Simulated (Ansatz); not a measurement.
`C=C(N)C#N` and `C=C(N)S` differ in one atom or group.

Ansatz, PBE0-D4/def2-TZVP geometries, multiplicity 1. Each molecule was computed in one conformer, which needn't be the lowest.

| property | `C=C(N)C#N` |
| --- | --- |
| HOMO–LUMO gap (PBE0/def2-TZVPP) / eV | 5.92 |
| HOMO–LUMO gap (B3LYP/def2-TZVPP) / eV | 5.49 |
| HOMO–LUMO gap (PBE/def2-TZVPP) / eV | 3.85 |
| HOMO energy (PBE0/def2-TZVPP) / eV | -6.96 |
| HOMO–LUMO gap (ωB97M-V/def2-TZVPP) / eV | 10.23 |
| HOMO energy (ωB97M-V/def2-TZVPP) / eV | -9.14 |

Problem. Give the same properties after the change, and the shifts. (Best estimate.)

Solution. Ansatz gave: 
| property | `C=C(N)S` | shift |
| --- | --- | --- |
| HOMO–LUMO gap (PBE0/def2-TZVPP) / eV | 6.26 | 0.34 |
| HOMO–LUMO gap (B3LYP/def2-TZVPP) / eV | 5.78 | 0.29 |
| HOMO–LUMO gap (PBE/def2-TZVPP) / eV | 4.18 | 0.33 |
| HOMO energy (PBE0/def2-TZVPP) / eV | -6.10 | 0.86 |
| HOMO–LUMO gap (ωB97M-V/def2-TZVPP) / eV | 10.30 | 0.07 |
| HOMO energy (ωB97M-V/def2-TZVPP) / eV | -8.26 | 0.88 |

With PBE0 the HOMO rises by 0.86 eV and the LUMO rises by 1.20 eV, so the gap widens by about 0.34 eV. PBE moves the HOMO by 0.84 eV and ωB97M-V by 0.88 eV.

B3LYP here is the variant with VWN-RPA as its local correlation; programs differ in this.
